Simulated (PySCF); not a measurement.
How methods differ on the ionisation energy of N

N [He] 2s2 2p3 (4S) → N⁺ [He] 2s2 2p2 (3P), as a difference of total energies. All numbers are calculated (PySCF 2.14, the spin-free X2C one-electron Hamiltonian (Gaussian nucleus), in cc-pVTZ-DK (4s3p2d1f, 30 functions)). Correlated levels: valence: 1s2 frozen. The calculations carry no spin-orbit coupling.

| method | ionisation energy (eV) | error (eV) |
| --- | --- | --- |
| UHF | 13.884 | -0.661 |
| M06-L | 14.675 | +0.130 |
| B3LYP | 14.631 | +0.086 |
| MP2 (valence) | 14.550 | +0.005 |
| SCS-MP2 (valence) | 14.295 | -0.250 |
| CCSD (valence) | 14.408 | -0.137 |
| CCSD(T) (valence) | 14.427 | -0.118 |

Reference: 14.545 eV (measured; NIST levels, between the centres of gravity of the two terms).

Errors of the correlated levels include the incompleteness of this basis and the frozen core.
